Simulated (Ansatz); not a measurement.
CH4AlN (`[CH2]1[NH][AlH]1`). Charge 0, multiplicity 1.

Cartesian coordinates in Å:
```
C -0.1353 0.4314 -0.7160
N 0.8467 -0.1029 0.2947
Al -0.7257 -0.5707 0.8098
H -0.2050 1.5205 -0.7713
H -0.0614 -0.0028 -1.7161
H 1.8334 0.0546 0.1903
H -1.5526 -1.3302 1.9086
```

Task: List the harmonic frequencies (cm⁻¹, unscaled) at PBE0-D4/def2-TZVP in Ansatz. (Best estimate.)

Result: The calculation gave: 349, 456, 499, 627, 733, 791, 1000, 1021, 1107, 1179, 1488, 1982, 3041, 3096, 3647.

Task: Is this a minimum?

Result: Yes, all 15 modes are real.

Task: Give the ideal-gas thermochemistry at 298.15 K and 1 bar (rigid rotor, harmonic oscillator; point group Cs, symmetry number 1).

Result: Zero-point energy 125.7 kJ/mol; H(298) − E = 139.0 kJ/mol; entropy 270.1 J/(mol·K), of which translation 159.3, rotation 94.9, vibration 15.9; G(298) − E = 58.5 kJ/mol.

Task: And at 400, 500, 600, 800 and 1000 K?

Result: 
```tsv
T (K)	H − E (kJ/mol)	S (J/mol/K)	G − E (kJ/mol)
400	146.5	291.6	29.9
500	155.2	310.9	-0.3
600	164.8	328.5	-32.3
800	186.4	359.4	-101.1
1000	210.1	385.8	-175.7
```
